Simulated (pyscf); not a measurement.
H₂Al–Cl (SMILES [AlH2][Cl]) → Al–Cl (SMILES [Al][Cl]) [singlet] + H₂ (SMILES [H][H]), a 1,1-elimination (singlet surface; Al–H, Al–H broken, H–H formed). Optimised with ωB97X-D3(BJ)/def2-SVP in PySCF. Energies in eV from the reactant's lowest minimum found.

Small-basis levels: PySCF, no dispersion term, spherical d functions. 

Problem. In single points SVWN5/6-31G* puts the saddle at 3.00 eV and the reaction energy at +0.79 eV. Should these be trusted to within a few kcal/mol? Compare with ωB97M-D3(BJ)/def2-TZVP.

Solution. ωB97M-D3(BJ)/def2-TZVP gives ΔE‡ = 3.49 eV and ΔE = +0.66 eV. SVWN5/6-31G* lies 0.49 eV under it in the barrier and 0.13 eV over it in the reaction energy, so on this step it does not hold to within 0.13 eV. ωB97M-D3(BJ)/def2-TZVP has limits of its own. One saddle was located; it need not be the lowest between these sides. One closed-shell reference is unstable to symmetry breaking; treat the single-reference values with care.
